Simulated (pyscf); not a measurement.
`[CH3][O][GeH]=[O]` -> `[O]=[Ge]=[O]` + `[CH4]`, an elimination (singlet surface; Ge–H, C–O broken, C–H formed). Structures and frequencies: ωB97X-D3(BJ)/def2-SVP in PySCF. MP2 and CC: frozen core, UHF for open shells. ΔMP2 is the change of the MP2 total energy from the triple- to the quadruple-zeta basis. Energies in kcal/mol from the reactant's lowest minimum found.

Small-basis levels: PySCF, no dispersion term, spherical d functions. 

Q: Quick B3LYP/LANL2DZ single points give ΔE‡ = 86.8 kcal/mol and ΔE = +17.8 kcal/mol. What does CCSD(T)/def2-TZVPP + ΔMP2(QZVPP) give, and how far is the quick result from it?

A: CCSD(T)/def2-TZVPP + ΔMP2(QZVPP) gives ΔE‡ = 89.7 kcal/mol and ΔE = +15.5 kcal/mol. B3LYP/LANL2DZ lies 2.9 kcal/mol under it in the barrier and 2.3 kcal/mol over it in the reaction energy, so on this step it holds to within 3.0 kcal/mol. CCSD(T)/def2-TZVPP + ΔMP2(QZVPP) has limits of its own. On the reactant side the descent ends in a point that may be a rotor saddle (no frequency run), 3.1 kcal/mol over the lowest minimum found and 91.6 kcal/mol under the saddle at ωB97X-D3(BJ)/def2-TZVP. At ωB97X-D3(BJ)/def2-TZVP the barrier from the zero used here is 94.6 kcal/mol. The same reactants have a lower exit, to H₃C–O• + [O=GeH]• (no saddle counted: cutting one bond costs +85.5 kcal/mol at ωB97M-D3(BJ)/def2-TZVP, against +92.5 kcal/mol here). H₃C–O–GeH=O lies 24.0 kcal/mol over its isomer H₃C–Ge(=O)–OH (electronic energy, ωB97M-D3(BJ)/def2-TZVP). This is the saddle that the search found; another between the same sides may lie lower. The CCSD(T) − MP2 part came from Ansatz, without density fitting, on the same reference. The largest closed-shell T1 diagnostic is 0.030, which may signal static correlation. The frozen core leaves the outer d or s,p core shells of the metals and heavy elements correlated in the MP2 and CC values, and def2-TZVPP describes them poorly, which can shift differences by a few kcal/mol. In the def2 sets elements up to Kr have no core potential.
